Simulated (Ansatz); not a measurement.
A nudged elastic band was laid between two geometries of ClH3Si + H2 (7 atoms, charge 0, multiplicity 1).

These are results of RKS PBE-D4/def2-SVP in Ansatz, not measurements.

* movable images: 5
* climbing image: yes
* spring: 5.0 eV/Å²
* optimiser: quadratic models (default)
* start path: through a guess of the saddle point
* force threshold: 0.05 eV/Å
* iteration limit: 60
* end points: relaxed

Image 0:

```xyz
7
Properties=species:S:1:pos:R:3
Si 0.462 0.000 -0.041
Cl 0.491 0.000 2.043
H 1.878 0.000 -0.537
H -0.250 1.231 -0.519
H -0.250 -1.231 -0.519
H -3.037 0.000 1.110
H -2.402 0.000 1.544
```

Image 6:

```xyz
7
Properties=species:S:1:pos:R:3
Si -0.317 0.000 -0.548
Cl -0.382 0.000 3.445
H 0.949 0.000 0.257
H -0.390 1.231 -1.404
H -0.390 -1.231 -1.404
H -1.499 0.000 0.390
H -1.077 0.000 2.347
```

(1) Which bonds break or form, and what moves?

(2) What energy profile does the band end with?

(3) What is the geometry of the highest image?

## Answers

(1) Bonds broken: Si1–Cl2, H6–H7. Bonds formed: Si1–H6, Cl2–H7. ClH3Si + H2 becomes ClH + H4Si.

(2) The forces met the threshold. The highest image is number 4 of 0 to 6, 198.2 kJ/mol above the first end and 136.3 kJ/mol above the last; the last end lies 62.0 kJ/mol above the first. A vibrational analysis at the climbing image gives 2 clearly imaginary modes (958i, 137i cm⁻¹): a point of higher order, so a lower path passes nearby. The orbitals stay closed-shell, which can raise the energy where a bond breaks towards radicals; this wasn't checked here.

| image | path coordinate (Å) | energy (kJ/mol) | Si1–Cl2 (Å) | H6–H7 (Å) | Si1–H6 (Å) |
| --- | --- | --- | --- | --- | --- |
| 0 | 0.00 | 0.0 | 2.08 | 0.77 | 3.68 |
| 1 | 0.63 | 2.4 | 2.09 | 0.77 | 3.08 |
| 2 | 1.25 | 24.3 | 2.11 | 0.77 | 2.52 |
| 3 | 1.88 | 101.3 | 2.23 | 0.80 | 2.04 |
| 4 | 2.51 | 198.2 | 2.59 | 1.00 | 1.70 |
| 5 | 3.38 | 90.8 | 3.25 | 1.44 | 1.52 |
| 6 | 4.26 | 62.0 | 3.99 | 2.00 | 1.51 |

(3) 
```xyz
7
Properties=species:S:1:pos:R:3
Si -0.197 0.000 -0.067
Cl -0.054 0.000 2.520
H 1.298 0.000 0.092
H -0.561 1.258 -0.804
H -0.561 -1.258 -0.804
H -1.749 0.000 0.630
H -1.284 0.000 1.516
```

The run took 63 s on 1 thread of Arm Neoverse V1, with other jobs on the host, peak memory 0.1 GiB.
